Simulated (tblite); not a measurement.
Compound: C4H6ClN.
Atom-mapped SMILES: `[H]/[N:4]=[CH:3]\[C:2]([CH3:1])=[CH:5]\[Cl:6]` (hydrogens: H7, H8, H9 on C1; H10 on C3; H11 on N4; H12 on C5)

Computed with GFN2-xTB (tblite), gas phase: Langevin dynamics at 300 K from the optimised GFN2-xTB geometry, time step 0.5 fs, friction 0.01 fs⁻¹, 2000 steps.

Start geometry:
```
atom  x, y, z in Å
C1      0.796   -0.930   -0.438
C2      0.080    0.291    0.049
C3     -1.342    0.169    0.393
N4     -2.075   -0.852    0.333
C5      0.655    1.489    0.190
Cl6     2.300    1.827   -0.161
H7      0.321   -1.306   -1.344
H8      1.836   -0.708   -0.655
H9      0.756   -1.714    0.318
H10    -1.821    1.080    0.743
H11    -1.616   -1.699    0.002
H12     0.111    2.352    0.544
```

The statistics below take the 31 frames saved every 25 fs from 250 to 1000 fs; their kinetic temperature (all 3N coordinates) averages 267 K.

**Question.** How do the bond lengths spread?

**Answer.** 
| bond | start (Å) | mean (Å) | standard deviation (Å) | shortest (Å) | longest (Å) |
| --- | --- | --- | --- | --- | --- |
| C1–C2 | 1.497 | 1.499 | 0.031 | 1.443 | 1.559 |
| C2–C3 | 1.469 | 1.472 | 0.038 | 1.405 | 1.570 |
| C3=N4 | 1.258 | 1.258 | 0.023 | 1.211 | 1.323 |
| C2=C5 | 1.335 | 1.339 | 0.023 | 1.298 | 1.394 |
| C5–Cl6 | 1.715 | 1.720 | 0.034 | 1.663 | 1.798 |
| C1–H7 | 1.090 | 1.091 | 0.018 | 1.047 | 1.130 |
| C1–H8 | 1.086 | 1.093 | 0.027 | 1.041 | 1.158 |
| C1–H9 | 1.090 | 1.093 | 0.026 | 1.030 | 1.144 |
| C3–H10 | 1.087 | 1.088 | 0.028 | 1.041 | 1.149 |
| N4–H11 | 1.019 | 1.019 | 0.024 | 0.971 | 1.062 |
| C5–H12 | 1.080 | 1.082 | 0.027 | 1.022 | 1.127 |

**Question.** Give the same statistics for bond angles, one of each kind among heavy atoms.

**Answer.** 
```json
{"angle": "C1–C2–C3", "start (°)": "118.1", "mean (°)": "118.4", "standard deviation (°)": "3.1", "smallest (°)": "109.9", "largest (°)": "122.9"}
{"angle": "C1–C2–C5", "start (°)": "124.1", "mean (°)": "123.2", "standard deviation (°)": "3.7", "smallest (°)": "114.9", "largest (°)": "130.3"}
{"angle": "C3–C2–C5", "start (°)": "117.8", "mean (°)": "117.8", "standard deviation (°)": "2.9", "smallest (°)": "112.4", "largest (°)": "122.8"}
{"angle": "C2–C3–N4", "start (°)": "128.4", "mean (°)": "128.7", "standard deviation (°)": "3.5", "smallest (°)": "121.6", "largest (°)": "134.8"}
{"angle": "C2–C5–Cl6", "start (°)": "124.6", "mean (°)": "124.1", "standard deviation (°)": "3.4", "smallest (°)": "117.8", "largest (°)": "130.9"}
```

**Question.** How far does each atom move about its mean position (frames aligned on the start, all atoms weighted alike), and what rms force does it feel?

**Answer.** 
| atom | rms displacement (Å) | rms force (eV/Å) |
| --- | --- | --- |
| C1 | 0.07 | 1.82 |
| C2 | 0.09 | 2.03 |
| C3 | 0.11 | 2.12 |
| N4 | 0.15 | 1.90 |
| C5 | 0.13 | 1.73 |
| Cl6 | 0.23 | 0.76 |
| H7 | 0.78 | 0.74 |
| H8 | 0.78 | 1.00 |
| H9 | 0.80 | 0.95 |
| H10 | 0.27 | 0.95 |
| H11 | 0.25 | 1.01 |
| H12 | 0.18 | 0.95 |

The displacements run from 0.07 to 0.80 Å, the largest at H9.

**Question.** Follow the torsion C1–C2–C3–N4 through every second one of these frames.

**Answer.** 
```csv
t (fs),C1–C2–C3–N4 (°)
250,-14
300,-11
350,-6
400,-8
450,-3
500,15
550,-12
600,30
650,23
700,16
750,1
800,-8
850,10
900,-11
950,-15
1000,0
```

Largest departure from the start value over all these frames: C1–C2–C3–N4 30° (start 0°).

**Question.** How widely does the potential energy scatter, against a harmonic estimate?

**Answer.** Mean 0.35 eV above the start, standard deviation 0.093 eV, range 0.21 to 0.54 eV. For 30 classical harmonic modes at 300 K the canonical values are 30kT/2 = 0.39 eV and kT·√(30/2) = 0.100 eV.

The run is classical and short, so these are rough statistics of one trajectory.

What follows is the cost of the whole dynamics run. On one thread, AMD EPYC 9B45 (x86_64), no GPU, shared host with 48 logical CPUs at a one-minute load of 3.1, this took 5.7 s wall and 0.18 GiB of memory at its peak.
